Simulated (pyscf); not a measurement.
A first-order saddle from PySCF, ωB97X-D3(BJ)/def2-SVP:

```
Si
H 1 1.6455
Cl 2 1.5844 1 100.13
Cl 1 2.0506 2 120.69 3 68.83
Cl 1 2.0506 2 120.71 3 -68.81
```

Surface: singlet, charge 0. Lowest wavenumbers (cm⁻¹): 1218i, 107, 128, 204, 406.

Q: What reaction is this the transition state of?

A: trichlorosilane (Cl–SiH(Cl)–Cl) ⇌ hydrogen chloride (HCl) + dichlorosilylene (Cl–Si:–Cl) [singlet], a 1,1-elimination read from left to right: Cl–Si, H–Si broken and Cl–H formed. At CCSD(T)/def2-TZVPP + ΔMP2(QZVPP) it lies +73.2 kcal/mol from the left side and +16.2 kcal/mol from the right (each side as separated species at their lowest minima found). On the product side the descent ends in a complex, 4.0 kcal/mol under the separated species and 18.5 kcal/mol under the saddle at ωB97X-D3(BJ)/def2-TZVP. At ωB97X-D3(BJ) the barrier from the zero used here is 77.1 kcal/mol. One saddle was located; it need not be the lowest between these sides. The CCSD(T) − MP2 part came from Ansatz, without density fitting, on the same reference.
